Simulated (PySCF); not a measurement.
## Cost against result

Saddle point of MgNH4Cl, singlet (MgNH₂Cl ([NH2][Mg][Cl]) + H₂ → MgHCl ([MgH][Cl]) + NH₃ (still joined by a long Mg–N bond); bonds formed: Mg1–H5, N2–H4; bonds broken: H4–H5; bonds weakened to dative contacts: Mg1–N2), PBE0-D4/def2-TZVP structure:

```
atom    x (Å)    y (Å)    z (Å)
 Mg1  -0.8032   0.3226  -0.5741
  N2   0.8974  -0.4609   0.0853
 Cl3  -2.2802   0.8222  -2.1114
  H4   0.0664   0.1627   1.0786
  H5  -0.7443   0.6414   1.3365
  H6   1.0548  -1.4529   0.2214
  H7   1.8091  -0.0350  -0.0361
```

Barriers are electronic and count from the start structure reached by relaxing down the imaginary mode.

PySCF 2.14 with density fitting (its default auxiliary sets; JK sets also for MP2 and CCSD(T)); basis: as named in each row; cores frozen in the correlated methods. The outer core shell of Li, Na, Mg and K is correlated. The def2 sets are not built for correlating such inner shells, so the correlated values are less sure here. B3LYP uses VWN-RPA correlation. Extrapolation: Hartree–Fock as exp(−7.88 √X), correlation as X^−2.97.

Times are rough, for one single point on 4 threads of a shared host (Oxide Virtual Turin-like).

The estimate by CCSD(T) at an estimated basis limit (MP2 extrapolated from triple and quadruple zeta, plus CCSD(T) − MP2 in triple zeta) is 0.666 eV.

| method | basis | time (s) | barrier (eV) | method less estimate |
| --- | --- | --- | --- | --- |
| HF | STO-3G | under 1 | 1.027 | 0.362 |
| MP2 | def2-QZVPP | 2 | 0.672 | 0.006 |
| PBE0-D4 | def2-SVP | 3 | 0.407 | -0.259 |
| PBE-D4 | def2-SVP | 3 | 0.310 | -0.356 |
| SPW92 | def2-TZVPP | 4 | 0.169 | -0.496 |
| PBE0-D4 | def2-TZVPP | 5 | 0.469 | -0.196 |
| CCSD(T) | def2-SVP | 6 | 0.599 | -0.067 |
| BHLYP-D4 | def2-TZVPP | 7 | 0.656 | -0.010 |
| B3LYP-D4 | def2-TZVPP | 7 | 0.558 | -0.108 |
| PBE-D4 | def2-TZVPP | 8 | 0.390 | -0.275 |
| r2SCAN-D4 | def2-TZVPP | 15 | 0.455 | -0.211 |
| CCSD(T) | def2-TZVPP | 110 | 0.648 | -0.017 |
| wB97M-V | def2-TZVPP | 170 | 0.625 | -0.041 |

All methods are single points on the PBE0-D4 structures.

The T1 diagnostic stays at or below 0.010.

Labels in which every atom is bracketed show which atoms are joined, not bond orders.
